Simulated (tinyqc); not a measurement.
Worked calculation (part 1 of 2): UKS/LDA (PW92) in the sto-3g basis, for CH, spin multiplicity 4. Computed by tinyqc, a small Python program that keeps every step (integrals from PySCF). Settings: charge = 0, multiplicity = 4, basis = sto-3g, energy threshold = 1e-08, iteration cap = 80, orthogonalisation = canonical, start = highest core orbitals, DIIS depth = 3, DIIS from iteration = 2, method = UKS, functional = lda,pw, grid = [40, 26]. Command: `OMP_NUM_THREADS=1 python tinyqc.py 25387 25388 out.jsonl` (the two numbers bound the seeds that draw the settings). One thread of a shared host (Intel(R) Xeon(R) Processor @ 2.60GHz), about 1 s of CPU time with the checks. Later iterations appear only in the table of the cycle.

## One-electron integrals

Geometry (angstrom):
```
atom        x        y        z
C     0.00000  0.00000  0.00000
H     0.00000  0.00000  1.00400
```

Basis sto-3g: exponents (1/bohr^2) and contraction coefficients of normalised primitives:
```
element  l (shell)  exponent  coefficient
C            s (1)  71.61684      0.15433
C            s (1)  13.04510      0.53533
C            s (1)   3.53051      0.44463
C            s (2)   2.94125     -0.09997
C            s (2)   0.68348      0.39951
C            s (2)   0.22229      0.70012
C            p (3)   2.94125      0.15592
C            p (3)   0.68348      0.60768
C            p (3)   0.22229      0.39196
H            s (1)   3.42525      0.15433
H            s (1)   0.62391      0.53533
H            s (1)   0.16886      0.44463
```

Overlap, kinetic and nuclear-attraction integrals over the contracted functions; the nuclear repulsion is the sum of Za Zb / Rab.

nuclear repulsion = 3.1624136 hartree

overlap S, lower triangle:
```
          1C 1s    1C 2s   1C 2px   1C 2py   1C 2pz    2H 1s
1C 1s   1.00000
1C 2s   0.24836  1.00000
1C 2px  0.00000  0.00000  1.00000
1C 2py  0.00000  0.00000  0.00000  1.00000
1C 2pz  0.00000  0.00000  0.00000  0.00000  1.00000
2H 1s   0.07611  0.54122  0.00000  0.00000  0.49485  1.00000
```

kinetic energy T (hartree), lower triangle:
```
           1C 1s    1C 2s   1C 2px   1C 2py   1C 2pz    2H 1s
1C 1s   15.89112
1C 2s   -0.08589  0.47225
1C 2px   0.00000  0.00000  1.47773
1C 2py   0.00000  0.00000  0.00000  1.47773
1C 2pz   0.00000  0.00000  0.00000  0.00000  1.47773
2H 1s   -0.00579  0.13717  0.00000  0.00000  0.31645  0.76003
```

nuclear attraction V (hartree), lower triangle:
```
            1C 1s     1C 2s    1C 2px    1C 2py    1C 2pz     2H 1s
1C 1s   -34.17981
1C 2s    -4.32313  -5.69517
1C 2px    0.00000   0.00000  -5.60462
1C 2py    0.00000   0.00000   0.00000  -5.60462
1C 2pz   -0.01996  -0.19369   0.00000   0.00000  -5.75187
2H 1s    -1.35945  -2.74045   0.00000   0.00000  -2.38641  -4.29336
```

core Hamiltonian H = T + V (hartree), lower triangle:
```
            1C 1s     1C 2s    1C 2px    1C 2py    1C 2pz     2H 1s
1C 1s   -18.28869
1C 2s    -4.40902  -5.22292
1C 2px    0.00000   0.00000  -4.12689
1C 2py    0.00000   0.00000   0.00000  -4.12689
1C 2pz   -0.01996  -0.19369   0.00000   0.00000  -4.27414
2H 1s    -1.36524  -2.60328   0.00000   0.00000  -2.06996  -3.53332
```

## Two-electron integrals

Functions are numbered as in S; the eight-fold symmetry (ij|kl) = (ji|kl) = (kl|ij) leaves the list below.

Two-electron integrals (ij|kl) in chemists' order, unique and non-zero (hartree):
```
(11|11) 3.54195   (21|11) 0.57692   (21|21) 0.11189   (22|11) 0.85468
(22|21) 0.20528   (22|22) 0.62471   (31|31) 0.02030   (32|31) 0.03086
(32|32) 0.13800   (33|11) 0.85244   (33|21) 0.20534   (33|22) 0.62457
(33|33) 0.67283   (41|41) 0.02030   (42|41) 0.03086   (42|42) 0.13800
(43|43) 0.03627   (44|11) 0.85244   (44|21) 0.20534   (44|22) 0.62457
(44|33) 0.60030   (44|44) 0.67283   (51|51) 0.02030   (52|51) 0.03086
(52|52) 0.13800   (53|53) 0.03627   (54|54) 0.03627   (55|11) 0.85244
(55|21) 0.20534   (55|22) 0.62457   (55|33) 0.60030   (55|44) 0.60030
(55|55) 0.67283   (61|11) 0.17892   (61|21) 0.03443   (61|22) 0.06286
(61|33) 0.06265   (61|44) 0.06265   (61|51) 0.00212   (61|52) 0.00390
(61|55) 0.06330   (61|61) 0.01084   (62|11) 0.37919   (62|21) 0.09205
(62|22) 0.30252   (62|33) 0.29578   (62|44) 0.29578   (62|51) 0.00872
(62|52) 0.05685   (62|55) 0.31573   (62|61) 0.02943   (62|62) 0.18327
(63|31) 0.00996   (63|32) 0.05057   (63|53) 0.01152   (63|63) 0.02426
(64|41) 0.00996   (64|42) 0.05057   (64|54) 0.01152   (64|64) 0.02426
(65|11) 0.30415   (65|21) 0.07487   (65|22) 0.26097   (65|33) 0.24771
(65|44) 0.24771   (65|51) 0.01622   (65|52) 0.09666   (65|55) 0.28722
(65|61) 0.02521   (65|62) 0.18824   (65|65) 0.21416   (66|11) 0.51001
(66|21) 0.12593   (66|22) 0.46533   (66|33) 0.44063   (66|44) 0.44063
(66|51) 0.01633   (66|52) 0.13736   (66|55) 0.51427   (66|61) 0.04102
(66|62) 0.34168   (66|65) 0.38978   (66|66) 0.77461
```

## Orthogonalisation

S = U s U^T; canonical form X = U s^(-1/2), so that X^T S X = 1. Each column of U has its largest component positive (the first on a tie).

eigenvalues of S: 0.25822  0.81870  1.00000  1.00000  1.14420  1.77888

X:
```
               1         2         3        4         5        6
1C 1s    0.21755   0.79894   0.00000  0.00000   0.59665  0.18036
1C 2s   -1.06754  -0.52472   0.00000  0.00000   0.39785  0.41012
1C 2px   0.00000   0.00000  -0.64078  0.76773   0.00000  0.00000
1C 2py   0.00000   0.00000   0.76773  0.64078   0.00000  0.00000
1C 2pz  -0.90947   0.52094   0.00000  0.00000  -0.57580  0.32239
2H 1s    1.36330  -0.19086   0.00000  0.00000  -0.16779  0.50743
```

Within a degenerate level the vectors are fixed only up to a rotation; this is one choice.

## Starting guess

The start is the highest orbitals of the core Hamiltonian (a deliberately bad start); D(s) = C_occ C_occ^T for each spin.

D(alpha) at the start, lower triangle:
```
           1C 1s     1C 2s   1C 2px   1C 2py    1C 2pz    2H 1s
1C 1s    0.06848
1C 2s   -0.32676   1.74128
1C 2px   0.00000   0.00000  1.00000
1C 2py   0.00000   0.00000  0.00000  1.00000
1C 2pz  -0.06558   0.60067  0.00000  0.00000   1.53399
2H 1s    0.13003  -1.21381  0.00000  0.00000  -1.07909  2.18063
```

D(beta) at the start, lower triangle:
```
           1C 1s     1C 2s    1C 2px   1C 2py    1C 2pz    2H 1s
1C 1s    0.00366
1C 2s   -0.04238   0.49083
1C 2px   0.00000   0.00000   0.04181
1C 2py   0.00000   0.00000  -0.20015  0.95819
1C 2pz  -0.03554   0.41159   0.00000  0.00000   0.34515
2H 1s    0.08803  -1.01954   0.00000  0.00000  -0.85495  2.11775
```

## Iteration 1: exchange-correlation on the grid

Becke grid with 40 radial and 26 angular points per atom, points of zero weight dropped. rho = sum D_ij phi_i phi_j; V_xc,ij = sum w v_xc phi_i phi_j; v_xc is d(rho eps)/d rho(s) for spin s.

The 12 grid points with the largest w rho, of 2050 (bohr, atomic units):
```
x                y        z        w  rho(alpha)  rho(beta)    eps_xc  v_xc(alpha)
0.00000    1.38036  0.00000  0.23024     0.11401    0.07989  -0.48800     -0.66096
0.00000   -1.38036  0.00000  0.23024     0.11401    0.07989  -0.48800     -0.66096
0.00000    1.59338  0.00000  0.33964     0.07339    0.05192  -0.42637     -0.57581
0.00000   -1.59338  0.00000  0.33964     0.07339    0.05192  -0.42637     -0.57581
0.00000    1.18848  0.00000  0.15359     0.16044    0.11135  -0.54199     -0.73585
0.00000   -1.18848  0.00000  0.15359     0.16044    0.11135  -0.54199     -0.73585
0.00000    1.01625  0.00000  0.10063     0.20830    0.14526  -0.58810     -0.79918
0.00000   -1.01625  0.00000  0.10063     0.20830    0.14526  -0.58810     -0.79918
0.00000    1.82917  0.00000  0.49391     0.04212    0.02979  -0.35949     -0.48414
0.00000   -1.82917  0.00000  0.49391     0.04212    0.02979  -0.35949     -0.48414
-0.97606   0.97606  0.00000  0.18419     0.11401    0.05916  -0.47628     -0.65566
0.97606   -0.97606  0.00000  0.18419     0.11401    0.05916  -0.47628     -0.65566
```

electrons on the grid, sum of w rho = 6.99624

E_xc = sum of w rho eps_xc = -3.2259952 hartree

V_xc(alpha) (hartree), lower triangle:
```
           1C 1s     1C 2s    1C 2px    1C 2py    1C 2pz     2H 1s
1C 1s   -0.90265
1C 2s   -0.20887  -0.62765
1C 2px   0.00000   0.00000  -0.61509
1C 2py   0.00000   0.00000   0.00208  -0.62489
1C 2pz  -0.00131  -0.02173   0.00000   0.00000  -0.64310
2H 1s   -0.06425  -0.32426   0.00000   0.00000  -0.30395  -0.59118
```

V_xc(beta) (hartree), lower triangle:
```
           1C 1s     1C 2s    1C 2px    1C 2py    1C 2pz     2H 1s
1C 1s   -0.58920
1C 2s   -0.14873  -0.46005
1C 2px   0.00000   0.00000  -0.41617
1C 2py   0.00000   0.00000   0.01919  -0.51375
1C 2pz  -0.00123  -0.02963   0.00000   0.00000  -0.45146
2H 1s   -0.04534  -0.25699   0.00000   0.00000  -0.25276  -0.53652
```

## Iteration 1: building the Kohn-Sham matrix

J_ij = sum D_kl (ij|kl) with D = D(alpha) + D(beta); F = H + J + V_xc; E = tr D H + tr D J / 2 + E_xc + E_nn.

Coulomb J (hartree), lower triangle:
```
          1C 1s    1C 2s    1C 2px   1C 2py   1C 2pz    2H 1s
1C 1s   5.29649
1C 2s   1.27464  4.01876
1C 2px  0.00000  0.00000   3.95049
1C 2py  0.00000  0.00000  -0.01452  4.01696
1C 2pz  0.02780  0.23745   0.00000  0.00000  4.08611
2H 1s   0.39426  2.16341   0.00000  0.00000  2.04163  3.85910
```

F(alpha) (hartree), lower triangle:
```
            1C 1s     1C 2s    1C 2px    1C 2py    1C 2pz     2H 1s
1C 1s   -13.89484
1C 2s    -3.34325  -1.83181
1C 2px    0.00000   0.00000  -0.79149
1C 2py    0.00000   0.00000  -0.01244  -0.73482
1C 2pz    0.00653   0.02203   0.00000   0.00000  -0.83113
2H 1s    -1.03523  -0.76412   0.00000   0.00000  -0.33228  -0.26541
```

F(beta) (hartree), lower triangle:
```
            1C 1s     1C 2s    1C 2px    1C 2py    1C 2pz     2H 1s
1C 1s   -13.58140
1C 2s    -3.28311  -1.66421
1C 2px    0.00000   0.00000  -0.59257
1C 2py    0.00000   0.00000   0.00467  -0.62368
1C 2pz    0.00661   0.01414   0.00000   0.00000  -0.63949
2H 1s    -1.01632  -0.69686   0.00000   0.00000  -0.28109  -0.21075
```

total energy of this density = -12.8587481 hartree

## Iteration 1: diagonalisation and new density

Diagonalise F' = X^T F X, C = X C', fill 5 alpha and 2 beta electrons from the bottom; D(s) = C_occ C_occ^T. Each column has its largest component positive (the first on a tie).

F' = X^T F X (alpha) (hartree), lower triangle:
```
          1         2         3         4         5         6
1   0.10122
2  -0.73831  -6.58353
3   0.00000   0.00000  -0.74585
4   0.00000   0.00000   0.02565  -0.78047
5  -0.70426  -5.76612   0.00000   0.00000  -6.87611
6   0.27107  -2.68585   0.00000   0.00000  -2.94575  -2.01908
```

orbital energies (alpha) (hartree): MO1 -13.89607, MO2 -1.09918, MO3 -0.83785, MO4 -0.79410, MO5 -0.73221, MO6 0.45560

coefficients C (alpha):
```
             MO1       MO2       MO3      MO4       MO5       MO6
1C 1s    1.00258  -0.25067  -0.02125  0.00000   0.00000   0.07559
1C 2s   -0.01249   1.06382   0.12741  0.00000   0.00000  -0.77029
1C 2px   0.00000   0.00000   0.00000  0.97868  -0.20541   0.00000
1C 2py   0.00000   0.00000   0.00000  0.20541   0.97868   0.00000
1C 2pz  -0.00363  -0.03241   1.05361  0.00000   0.00000  -0.65025
2H 1s    0.00629  -0.06194  -0.11845  0.00000   0.00000   1.47063
```

F' = X^T F X (beta) (hartree), lower triangle:
```
          1         2         3         4         5         6
1   0.21233
2  -0.72191  -6.33183
3   0.00000   0.00000  -0.61551
4   0.00000   0.00000  -0.01447  -0.60075
5  -0.65122  -5.71389   0.00000   0.00000  -6.64369
6   0.19783  -2.64195   0.00000   0.00000  -2.90863  -1.89168
```

orbital energies (beta) (hartree): MO1 -13.58229, MO2 -0.92943, MO3 -0.64053, MO4 -0.62437, MO5 -0.59189, MO6 0.49739

coefficients C (beta):
```
             MO1       MO2       MO3       MO4      MO5       MO6
1C 1s    1.00220  -0.25121  -0.01265   0.00000  0.00000   0.08056
1C 2s   -0.01072   1.05401   0.07181   0.00000  0.00000  -0.79073
1C 2px   0.00000   0.00000   0.00000  -0.14545  0.98937   0.00000
1C 2py   0.00000   0.00000   0.00000   0.98937  0.14545   0.00000
1C 2pz  -0.00329  -0.02024   1.02603   0.00000  0.00000  -0.69342
2H 1s    0.00561  -0.04122  -0.05563   0.00000  0.00000   1.47507
```

D(alpha) after iteration 1, lower triangle:
```
           1C 1s     1C 2s   1C 2px   1C 2py    1C 2pz    2H 1s
1C 1s    1.06845
1C 2s   -0.28190   1.14811
1C 2px   0.00000   0.00000  1.00000
1C 2py   0.00000   0.00000  0.00000  1.00000
1C 2pz  -0.01791   0.09981  0.00000  0.00000   1.11117
2H 1s    0.02435  -0.08107  0.00000  0.00000  -0.12282  0.01791
```

D(beta) after iteration 1, lower triangle:
```
           1C 1s     1C 2s   1C 2px   1C 2py   1C 2pz    2H 1s
1C 1s    1.06751
1C 2s   -0.27552   1.11104
1C 2px   0.00000   0.00000  0.00000
1C 2py   0.00000   0.00000  0.00000  0.00000
1C 2pz   0.00178  -0.02130  0.00000  0.00000  0.00042
2H 1s    0.01598  -0.04350  0.00000  0.00000  0.00082  0.00173
```

## Iteration 2: exchange-correlation on the grid

As before.

The 12 grid points with the largest w rho, of 2050 (bohr, atomic units):
```
x                y         z        w  rho(alpha)  rho(beta)    eps_xc  v_xc(alpha)
0.00000    0.00000  -1.38036  0.23053     0.11121    0.03137  -0.46321     -0.64242
0.00000   -1.38036   0.00000  0.23024     0.10983    0.02898  -0.46115     -0.63916
1.38036    0.00000   0.00000  0.23024     0.10983    0.02898  -0.46115     -0.63916
-1.38036   0.00000   0.00000  0.23024     0.10983    0.02898  -0.46115     -0.63916
0.00000    1.38036   0.00000  0.23024     0.10983    0.02898  -0.46115     -0.63916
0.00000    0.00000  -1.59338  0.34048     0.07214    0.01979  -0.40466     -0.55951
0.00000    0.00000  -1.18848  0.15368     0.15550    0.04508  -0.51451     -0.71524
0.00000   -1.59338   0.00000  0.33964     0.07112    0.01824  -0.40262     -0.55630
1.59338    0.00000   0.00000  0.33964     0.07112    0.01824  -0.40262     -0.55630
-1.59338   0.00000   0.00000  0.33964     0.07112    0.01824  -0.40262     -0.55630
0.00000    1.59338   0.00000  0.33964     0.07112    0.01824  -0.40262     -0.55630
0.00000   -1.18848   0.00000  0.15359     0.15383    0.04175  -0.51248     -0.71202
```

electrons on the grid, sum of w rho = 6.99387

E_xc = sum of w rho eps_xc = -5.6227201 hartree

V_xc(alpha) (hartree), lower triangle:
```
           1C 1s     1C 2s    1C 2px    1C 2py    1C 2pz     2H 1s
1C 1s   -2.19823
1C 2s   -0.33838  -0.63377
1C 2px   0.00000   0.00000  -0.63039
1C 2py   0.00000   0.00000   0.00000  -0.63039
1C 2pz  -0.00041  -0.00004   0.00000   0.00000  -0.63085
2H 1s   -0.10551  -0.28173   0.00000   0.00000  -0.22738  -0.35077
```

V_xc(beta) (hartree), lower triangle:
```
           1C 1s     1C 2s    1C 2px    1C 2py    1C 2pz     2H 1s
1C 1s   -2.15415
1C 2s   -0.30521  -0.48157
1C 2px   0.00000   0.00000  -0.47806
1C 2py   0.00000   0.00000   0.00000  -0.47806
1C 2pz   0.00069   0.00546   0.00000   0.00000  -0.47750
2H 1s   -0.09540  -0.21393   0.00000   0.00000  -0.17107  -0.27310
```

## Iteration 2: building the Kohn-Sham matrix

As before.

Coulomb J (hartree), lower triangle:
```
           1C 1s     1C 2s   1C 2px   1C 2py   1C 2pz    2H 1s
1C 1s   11.36132
1C 2s    2.17428   4.82658
1C 2px   0.00000   0.00000  4.82283
1C 2py   0.00000   0.00000  0.00000  4.82283
1C 2pz  -0.00145  -0.01406  0.00000  0.00000  4.81781
2H 1s    0.67021   2.25943  0.00000  0.00000  1.89563  3.31247
```

F(alpha) (hartree), lower triangle:
```
           1C 1s     1C 2s   1C 2px   1C 2py    1C 2pz     2H 1s
1C 1s   -9.12560
1C 2s   -2.57313  -1.03011
1C 2px   0.00000   0.00000  0.06555
1C 2py   0.00000   0.00000  0.00000  0.06555
1C 2pz  -0.02182  -0.20780  0.00000  0.00000  -0.08719
2H 1s   -0.80054  -0.62558  0.00000  0.00000  -0.40171  -0.57163
```

F(beta) (hartree), lower triangle:
```
           1C 1s     1C 2s   1C 2px   1C 2py    1C 2pz     2H 1s
1C 1s   -9.08152
1C 2s   -2.53996  -0.87791
1C 2px   0.00000   0.00000  0.21788
1C 2py   0.00000   0.00000  0.00000  0.21788
1C 2pz  -0.02072  -0.20230  0.00000  0.00000   0.06616
2H 1s   -0.79043  -0.55779  0.00000  0.00000  -0.34541  -0.49395
```

total energy of this density = -37.0487355 hartree

## Iteration 2: diagonalisation and new density

As before.

F' = X^T F X (alpha) (hartree), lower triangle:
```
          1         2        3        4         5         6
1   0.40213
2  -0.32866  -3.70148
3   0.00000   0.00000  0.06555
4   0.00000   0.00000  0.00000  0.06555
5  -0.10292  -4.06022  0.00000  0.00000  -4.40189
6  -0.14729  -1.83202  0.00000  0.00000  -2.04132  -1.60286
```

orbital energies (alpha) (hartree): MO1 -9.13822, MO2 -0.60517, MO3 -0.04166, MO4 0.06555, MO5 0.06555, MO6 0.48095

coefficients C (alpha):
```
             MO1       MO2       MO3      MO4       MO5       MO6
1C 1s    0.98911  -0.16753  -0.23497  0.00000   0.00000   0.11198
1C 2s    0.04598   0.39870   0.98398  0.00000   0.00000  -0.78240
1C 2px   0.00000   0.00000   0.00000  0.99382  -0.11102   0.00000
1C 2py   0.00000   0.00000   0.00000  0.11102   0.99382   0.00000
1C 2pz   0.01085   0.27205  -0.40533  0.00000   0.00000  -1.13823
2H 1s   -0.01628   0.60370  -0.47465  0.00000   0.00000   1.26121
```

F' = X^T F X (beta) (hartree), lower triangle:
```
          1         2        3        4         5         6
1   0.51275
2  -0.33612  -3.61760
3   0.00000   0.00000  0.21788
4   0.00000   0.00000  0.00000  0.21788
5  -0.09574  -4.11211  0.00000  0.00000  -4.29680
6  -0.20736  -1.84002  0.00000  0.00000  -2.04454  -1.48491
```

orbital energies (beta) (hartree): MO1 -9.09223, MO2 -0.49760, MO3 0.09209, MO4 0.21788, MO5 0.21788, MO6 0.61118

coefficients C (beta):
```
             MO1       MO2       MO3      MO4       MO5       MO6
1C 1s    0.99009  -0.15175  -0.24223  0.00000   0.00000   0.11038
1C 2s    0.04206   0.32512   1.02331  0.00000   0.00000  -0.76604
1C 2px   0.00000   0.00000   0.00000  0.26408   0.96450   0.00000
1C 2py   0.00000   0.00000   0.00000  0.96450  -0.26408   0.00000
1C 2pz   0.00987   0.23081  -0.35744  0.00000   0.00000  -1.16313
2H 1s   -0.01478   0.68061  -0.49294  0.00000   0.00000   1.21418
```

D(alpha) after iteration 2, lower triangle:
```
           1C 1s     1C 2s   1C 2px   1C 2py   1C 2pz    2H 1s
1C 1s    1.06162
1C 2s   -0.25251   1.12930
1C 2px   0.00000   0.00000  1.00000
1C 2py   0.00000   0.00000  0.00000  1.00000
1C 2pz   0.06040  -0.28987  0.00000  0.00000  0.23842
2H 1s   -0.00571  -0.22711  0.00000  0.00000  0.35645  0.59001
```

D(beta) after iteration 2, lower triangle:
```
           1C 1s    1C 2s   1C 2px   1C 2py   1C 2pz    2H 1s
1C 1s    1.00330
1C 2s   -0.00769  0.10747
1C 2px   0.00000  0.00000  0.00000
1C 2py   0.00000  0.00000  0.00000  0.00000
1C 2pz  -0.02525  0.07546  0.00000  0.00000  0.05337
2H 1s   -0.11791  0.22066  0.00000  0.00000  0.15695  0.46345
```

Within a degenerate level the vectors are fixed only up to a rotation; this is one choice.
